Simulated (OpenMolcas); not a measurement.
# AlBFH3 (SMILES F[BH][AlH2]) at RI-MP2/def2-SVP (RICD fitting)

We compute a geometry optimisation of AlBFH3. 

The results are computed with OpenMolcas 26.06.

### 1 The molecule

AlBFH3: 6 atoms, total charge 0, spin state singlet. As SMILES, `F[BH][AlH2]`. The shape was changed from the relaxed one by the stated rule. The run starts from this shape.

Bond lengths: F1–B2 1.336 Å, B2–Al3 2.129 Å, B2–H4 1.213 Å, Al3–H5 1.546 Å, Al3–H6 1.539 Å. Angles: F1–B2–Al3 91.7°, F1–B2–H4 113.2°, Al3–B2–H4 154.6°, B2–Al3–H5 103.3°, B2–Al3–H6 131.6°, H5–Al3–H6 124.9°.

### 2 A structure relaxation at RI-MP2/def2-SVP (RICD fitting)

Contents of geom.xyz:

```xyz
6

F      0.061991    -1.340112    -0.929150
B     -0.854387    -0.716808    -0.183767
Al     0.561468     0.741452     0.448434
H     -1.967888    -1.182934    -0.305164
H      1.876430     0.273914    -0.216747
H      0.399820     2.033932     1.267721
```

Contents of calc.inp:

```
&GATEWAY
COORD
geom.xyz
BASIS
def2-SVP
GROUP
NoSym
RICD
ACD
>>> EXPORT MOLCAS_MAXITER=50
>>> Do While
&SEWARD
&SCF
PRORBITALS
0
&MBPT2
FROZEN
7
GRDT
&SLAPAF
BAKER
>>> EndDo
```

The run is started by

```sh
export MOLCAS_MEM=1860
pymolcas calc.inp > calc.log
```

Output:

```text
--- Start Module: gateway ---

                                              &GATEWAY

                       available to each process: 1.9 GB of memory, 1 thread

++    Symmetry information:
      ---------------------

                    Character Table for C1

                             E
                    a        1  x, y, xy, Rz, z, xz, Ry, yz, Rx, I
--

++    Basis set information:
      ----------------------

      Basis set label: F.DEF2-SVP.........

      Electronic valence basis set:
      ------------------
      Associated Effective Charge   9.000000 au
      Associated Actual Charge      9.000000 au
      Nuclear Model: Point charge

      Shell  nPrim  nBasis  Cartesian Spherical Contaminant
         s       7       3        X
         p       4       2        X
         d       1       1                 X

      Basis set label: B.DEF2-SVP.........

      Electronic valence basis set:
      ------------------
      Associated Effective Charge   5.000000 au
      Associated Actual Charge      5.000000 au
      Nuclear Model: Point charge

      Shell  nPrim  nBasis  Cartesian Spherical Contaminant
         s       7       3        X
         p       4       2        X
         d       1       1                 X

      Basis set label: AL.DEF2-SVP.........

[... 302 lines left out ...]
       Second-order correlation energy      =       -0.3311951231 a.u.
[... 239 lines left out ...]
WARNING!
[... 236 lines left out ...]
WARNING!
[... 245 lines left out ...]
WARNING!
[... 242 lines left out ...]
WARNING!
[... 242 lines left out ...]
WARNING!
[... 242 lines left out ...]
WARNING!
[... 242 lines left out ...]
WARNING!
[... 242 lines left out ...]
WARNING!
[... 242 lines left out ...]
WARNING!
[... 242 lines left out ...]
WARNING!
[... 204 lines left out ...]
  Geometrical information of the final structure
[... 236 lines left out ...]
      Nuclear repulsion energy =   73.65795314
[... 34 lines left out ...]
       SCF energy                           =     -367.6156223771 a.u.
       Second-order correlation energy      =       -0.3293302184 a.u.
       ( Opposite-Spin contribution         =       -0.2578301193 )

       Total energy                         =     -367.9449525954 a.u.

       Reference weight ( Cref**2 )         =        0.90927

::    Total MBPT2 energy                             -367.9449525954

++    Molecular properties:
      ---------------------

      Charge (e):
                      =   -0.0000
      Dipole Moment (debye):
      Origin of the operator (angstrom)=   -0.0783   -0.1694   -0.3830
                   X= -6.7377E-02               Y= -2.2696E-02               Z=  4.6965E-01           Total=  4.7500E-01
      Quadrupole Moment (debye*angstrom):
      Origin of the operator (angstrom)=   -0.0783   -0.1694   -0.3830
                  XX= -2.9082E+01              XY= -1.1799E+00              XZ= -2.4219E+00              YY= -2.9700E+01
                  YZ= -2.2501E+00              ZZ= -2.4980E+01
      In traceless form (debye*angstrom)
                  XX= -1.7417E+00              XY= -1.7698E+00              XZ= -3.6329E+00              YY= -2.6691E+00
                  YZ= -3.3752E+00              ZZ=  4.4108E+00
--

       Zeroth-order energy (E0)             =     -151.4592740008 a.u.

       Shanks-type energy S1(E)             =     -367.9454551201 a.u.

--- Stop Module: last_energy /rc=_RC_ALL_IS_WELL_ ---
--- Module last_energy spent 2 seconds ---

>>> END DO

.##################.
.# Happy landing! #.
.##################.

    Timing: Wall=103.01 User=76.02 System=23.98
```

Run time: 1.7 min. Hardware: 1 thread of Arm Neoverse V2, shared host.

Step by step:

| step | energy from the first frame kept (eV) | largest force (eV/Å) |
| --- | --- | --- |
| 0 | 0.0000 | 1.3215 |
| 2 | -0.3101 | 1.1708 |
| 4 | -0.4673 | 0.6583 |
| 6 | -0.4698 | 0.2679 |
| 8 | -0.4771 | 0.0946 |
| 10 | -0.4798 | 0.1117 |
| 12 | -0.4784 | 0.1333 |
| 14 | -0.4819 | 0.0555 |
| 16 | -0.4886 | 0.1718 |
| 18 | -0.5117 | 0.3014 |
| 20 | -0.5227 | 0.2551 |
| 22 | -0.5267 | 0.0481 |
| 24 | -0.5288 | 0.0269 |
| 26 | -0.5284 | 0.0585 |
| 28 | -0.5276 | 0.1355 |
| 30 | -0.5289 | 0.0051 |

After the run. Bond lengths: F1–B2 1.338 Å, B2–Al3 2.163 Å, B2–H4 1.214 Å, Al3–H5 1.584 Å, Al3–H6 1.584 Å. Angles: F1–B2–Al3 120.4°, F1–B2–H4 114.6°, Al3–B2–H4 125.0°, B2–Al3–H5 121.1°, B2–Al3–H6 121.1°, H5–Al3–H6 117.8°.

### 3 Summary of results

Level: RI-MP2/def2-SVP (RICD fitting), 7 core orbitals frozen.

| quantity | value |
| --- | --- |
| total energy at the end | -367.94495 Eh |
| dipole moment (mean-field density) | 0.81 D |
| HOMO energy (Hartree–Fock orbitals) | -10.31 eV |
| LUMO energy (Hartree–Fock orbitals) | 0.94 eV |
| HOMO–LUMO gap (Hartree–Fock orbitals) | 11.25 eV |
| correlation energy (7 core orbitals frozen) | -329.3 mEh |

What this shows: At the final geometry: Bond lengths: F1–B2 1.338 Å, B2–Al3 2.163 Å, B2–H4 1.214 Å, Al3–H5 1.584 Å, Al3–H6 1.584 Å. Angles: F1–B2–Al3 120.4°, F1–B2–H4 114.6°, Al3–B2–H4 125.0°, B2–Al3–H5 121.1°, B2–Al3–H6 121.1°, H5–Al3–H6 117.8°. The optimisation took 30 steps and changed the energy by -0.529 eV. Mulliken charges of the mean-field density run from -0.26 on F1 to +0.70 on Al3.
